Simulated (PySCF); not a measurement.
Compound: C2H7OP.
Z-matrix (Å and degrees, PBE0-D3(BJ)/def2-SVP geometry), rows numbered from 1:
```
C 
P   1  1.8145
C   2  1.8143  1  105.58
O   2  1.4935  1  114.86  3  -127.47
H   1  1.1001  2  111.96  3   -54.51
H   1  1.0995  2  108.52  3  -175.60
H   1  1.1002  2  108.71  3    66.89
H   2  1.4312  1  102.12  3   106.48
H   3  1.0995  2  108.49  1   175.31
H   3  1.1002  2  108.66  1   -67.24
H   3  1.1000  2  112.02  1    54.20
```

Method: PySCF, PBE0-D3(BJ)/def2-SVP geometry optimisation, gas phase.

Take the most abundant isotopes and a rigid rotor. 

(1) Give the principal moments of inertia and the rotational constants in MHz.

(2) Classify the top.

(3) What does the inertial defect say?

(4) Give the other two planar moments, Paa and Pbb, and the rms extents of the mass along the axes.

(5) Give the coordinates in the principal-axis frame, origin at the centre of mass.

(6) Where do the levels up to J = 2 lie, in K?

(7) Which types of transition are allowed, and where do some lines up to J = 2 fall?

(8) Estimate the classical rotational partition function at 25 K, 100 K and 200 K.

## Answers

(1) Ia = 75.36, Ib = 80.42, Ic = 134.35 u·Å²; 505379 MHz·u·Å²/I gives A = 6706, B = 6284, C = 3762 MHz.

(2) An asymmetric top. Ray's parameter κ = (2B − A − C)/(A − C) = 0.713; −1 is the prolate and +1 the oblate limit.

(3) Not planar: Δ = Ic − Ia − Ib = -21.43 u·Å². For a rigid frame Δ = −2 Σ m c², so Σ m c² = 10.72 u·Å² lies off the ab plane: 6.42 from hydrogen and 4.30 from heavier atoms. The atom farthest from that plane is 1.70 Å away.

(4) Paa = Σ m a² = (Ib + Ic − Ia)/2 = 69.70 and Pbb = Σ m b² = (Ia + Ic − Ib)/2 = 64.64 u·Å². With the mass M = 78.02 u, the rms extents √(P/M) along a, b and c are 0.95, 0.91, 0.37 Å.

(5) The sense of each axis is arbitrary; atoms in the order of the calculation.
```
atom  mass (u)   a (Å)   b (Å)   c (Å)
  C1    12.000  -1.453   0.868  -0.185
  P2    30.974   0.001  -0.113   0.278
  C3    12.000   1.437   0.894  -0.184
  O4    15.995   0.015  -1.507  -0.260
  H5     1.008  -1.432   1.872   0.265
  H6     1.008  -2.355   0.335   0.148
  H7     1.008  -1.488   0.953  -1.281
  H8     1.008  -0.001   0.001   1.705
  H9     1.008   2.347   0.379   0.153
 H10     1.008   1.473   0.973  -1.281
 H11     1.008   1.395   1.900   0.260
```

(6) Above 0(0,0), as E/k:
J = 1: 1(0,1) 0.482, 1(1,1) 0.502, 1(1,0) 0.623
J = 2: 2(0,2) 1.343, 2(1,2) 1.346, 2(1,1) 1.709, 2(2,1) 1.769, 2(2,0) 1.873
The levels of one J sum to (2J + 1)J(J + 1)(A + B + C)/3.

(7) The dipole components are |μa| = 0.04 D, |μb| = 3.99 D, |μc| = 0.75 D. The squared components, which scale the intensities, stand as 0.00 : 1.00 : 0.04 (a : b : c). Some lines, for components of 0.1 D or more:

```
type  branch         J(Ka,Kc)    MHz  lower level (cm⁻¹)
   c       Q  1(1,1) ← 1(0,1)    422               0.335
   b       Q  2(2,0) ← 2(1,1)   3415               1.188
   b       Q  2(1,1) ← 2(0,2)   7616               0.934
   b       Q  2(2,1) ← 2(1,2)   8833               0.935
   b       R  1(1,1) ← 0(0,0)  10468               0.000
   c       R  1(1,0) ← 0(0,0)  12990               0.000
   b       R  2(0,2) ← 1(1,1)  17521               0.349
   b       R  2(1,2) ← 1(0,1)  17991               0.335
   b       R  2(2,1) ← 1(1,0)  23880               0.433
   c       R  2(1,1) ← 1(0,1)  25558               0.335
   c       R  2(2,0) ← 1(1,0)  26029               0.433
   c       R  2(2,1) ← 1(1,1)  26402               0.349
   b       R  2(2,0) ← 1(1,1)  28552               0.349
```

(8) Point group Cs, symmetry number σ = 1; q = (√π/σ)·√((kT/h)³/(ABC)), k/h = 20836.6 MHz/K: 1670 at 25 K, 13400 at 100 K, 37900 at 200 K.

Stationary, but not proved a minimum. No vibrational averaging or centrifugal distortion is included, and the geometry carries the error of its method. A rigid rotor knows nothing of internal rotation, which can split or shift real lines.

On one thread, Arm Neoverse N1 (aarch64), no GPU, shared host with 64 logical CPUs at a one-minute load of 26, this took 16 s wall and 0.40 GiB of memory at its peak. That covers the optimisation of the geometry.
